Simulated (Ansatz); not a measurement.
```yaml
crystal:
  periodic: [false, false, false]
  atoms:
    - {symbol: C, position_ang: [-0.792418, 0.390798, 1.719083]}
    - {symbol: C, position_ang: [-0.539499, 0.021722, 0.467244]}
    - {symbol: C, position_ang: [-1.440091, 0.404062, -0.665224]}
    - {symbol: C, position_ang: [0.665368, -0.804877, 0.120717]}
    - {symbol: C, position_ang: [1.656087, -0.092117, -0.794113]}
    - {symbol: H, position_ang: [-0.136371, 0.106700, 2.534978]}
    - {symbol: H, position_ang: [-1.663256, 0.986682, 1.970521]}
    - {symbol: H, position_ang: [-2.315841, 0.949837, -0.312513]}
    - {symbol: H, position_ang: [-0.919785, 1.033503, -1.393401]}
    - {symbol: H, position_ang: [-1.781454, -0.484770, -1.206701]}
    - {symbol: H, position_ang: [1.169950, -1.104032, 1.043229]}
    - {symbol: H, position_ang: [0.331966, -1.728745, -0.369123]}
    - {symbol: H, position_ang: [2.005396, 0.837666, -0.338540]}
    - {symbol: H, position_ang: [2.527191, -0.722336, -0.986316]}
    - {symbol: H, position_ang: [1.210953, 0.154910, -1.760340]}
basis:
  gaussian: {orbitals: cc-pVTZ-DK}
hamiltonian: {xc: {name: HF}}
correlation: {method: mp2, frozen_orbitals: {C: 0}}
```

```sh
$ ansatz run in.yaml --threads 4 --pin off --events-out ev --progress --plain --max-ram 10444MiB
```

(1) How does Ansatz answer? (An estimate is asked.)

## Answers

(1) The calculation gave: The input was rejected before any iteration.
```
Functional definition: HF
Error: "frozen_orbitals" has no count for H
```
